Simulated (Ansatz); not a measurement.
`Cl[SiH](Cl)Cl` → `Cl[Si]Cl` + HCl  (silylene formation by 1,1-elimination)

Isolated molecules relaxed with PBE0-D4/def2-TZVP in Ansatz; ΔE leaves out vibrations. CCSD(T)/CBS is frozen-core, at the limit of the def2 triple- and quadruple-zeta sets. Functionals use def2-TZVPP. HSE06 is defined as in plane-wave codes.

```tsv
level	ΔE (kJ/mol)
r2SCAN-D4	253.8
HSE06-D4	245.1
ωB97X-V	252.8
ωB97M-V	233.6
r2SCAN	252.0
MP2/def2-SVP	246.9
CCSD/CBS(def2)	247.0
CCSD(T)/cc-pV(T+d)Z	231.2
```

Q: What does CCSD(T)/CBS give? (Best estimate.)

A: Computed: +246.3 kJ/mol. The listed levels differ from it by 7.5, -1.2, 6.5, -12.7, 5.7, 0.6, 0.7, -15.1 kJ/mol.

Largest T1 diagnostic among the species: 0.013.

The D4 term adds +13.3 kJ/mol with B3LYP and +7.0 kJ/mol with PBE0; it sums over pairs of atoms, weighted by their polarisabilities, and B3LYP, whose exchange is more repulsive, gets the larger term. From PBE to PBE0 (25 % exact exchange), in def2-TZVPP and without D4, ΔE moves by +20.4 kJ/mol.

B3LYP here is the variant with VWN-RPA as its local correlation; programs differ in this.
